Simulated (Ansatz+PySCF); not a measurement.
Results of a calculation; reference values are marked as such.
# Several solutions for singlet CF2

```json
{"atom": "C", "x (Å)": "0.0000", "y (Å)": "0.0000", "z (Å)": "-0.5911"}
{"atom": "F", "x (Å)": "0.0000", "y (Å)": "1.0238", "z (Å)": "0.1970"}
{"atom": "F", "x (Å)": "0.0000", "y (Å)": "-1.0238", "z (Å)": "0.1970"}
```

Basis set: def2-SVP (spherical functions). Charge 0, multiplicity 1.

UHF was run from several starts with Ansatz (development build ahead of 0.2.0) and PySCF 2.14.0.

```json
{"run": "A", "program": "PySCF", "start": "guess 1e, instabilities followed", "converged": "yes", "energy (hartree)": "-236.46847", "<S²>": "0.13"}
{"run": "B", "program": "PySCF", "start": "guess minao, instabilities followed", "converged": "yes", "energy (hartree)": "-236.46847", "<S²>": "0.13"}
{"run": "C", "program": "PySCF", "start": "program defaults", "converged": "yes", "energy (hartree)": "-236.46796", "<S²>": "0.00"}
{"run": "D", "program": "PySCF", "start": "guess atom, instabilities followed", "converged": "yes", "energy (hartree)": "-236.46847", "<S²>": "0.13"}
{"run": "E", "program": "PySCF", "start": "guess huckel, instabilities followed", "converged": "yes", "energy (hartree)": "-236.46847", "<S²>": "0.13"}
{"run": "F", "program": "Ansatz", "start": "search for the lowest state", "converged": "yes", "energy (hartree)": "-236.46847", "<S²>": "0.13"}
{"run": "G", "program": "Ansatz", "start": "atomic start, no search", "converged": "yes", "energy (hartree)": "-236.46796", "<S²>": "0.00"}
{"run": "H", "program": "Ansatz", "start": "stability test followed", "converged": "yes", "energy (hartree)": "-236.46847", "<S²>": "0.13"}
```

(1) Which runs reached the lowest solution of this kind, and what is wrong with the others?

Answers

(1) A, B, D, E, F, H reached the lowest solution found. Converged but too high: C by 0.01 eV, G by 0.01 eV. Convergence only shows a stationary point, and even a stable one can lie too high; stability tests and further starts are what find lower ones. Caution: the unrestricted determinant is spin contaminated. Caution: the determinant breaks the point group.
